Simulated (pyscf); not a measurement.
This saddle point was located with ωB97X-D3(BJ)/def2-SVP in PySCF.

```xyz
11

C     -2.3528    -0.5189     0.1324
C     -1.3473     0.4260     0.2639
Si     0.2302     0.4346    -0.7611
H     -3.2198    -0.3343    -0.5082
H     -2.3815    -1.4048     0.7730
H     -1.6478     1.5489     0.1307
H      0.9825    -0.8289    -0.5346
H     -0.1096     0.5666    -2.2036
H      1.0087     1.6153    -0.2834
H     -0.8673     0.5523     1.3236
H     -1.2342     1.8990     1.4206
```
Charge 0, spin multiplicity 1.

Surface: singlet, charge 0. Lowest wavenumbers (cm⁻¹): 1484i, 199, 231, 359, 517.

Which two sides does it connect, and which bonds change?

H₂C=CH–SiH₃ + hydrogen (H₂) ⇌ H₂C=CH–SiH₃ + hydrogen (H₂), a four-centre exchange read from left to right: C–H, H–H broken and C–H, H–H formed. At ωB97M-D3(BJ)/def2-TZVP it lies +89.1 kcal/mol from the left side and +89.1 kcal/mol from the right (each side as separated species at their lowest minima found). The same reactants have a lower exit, to H₃C–CH=SiH₂ + H₂ (barrier +52.6 kcal/mol at ωB97M-D3(BJ)/def2-TZVP, against +89.1 kcal/mol here). Another saddle between the same species, by other bonds, lies lower (65.3 kcal/mol against 89.1 kcal/mol at ωB97M-D3(BJ)/def2-TZVP). One closed-shell reference is unstable to symmetry breaking; treat the single-reference values with care.
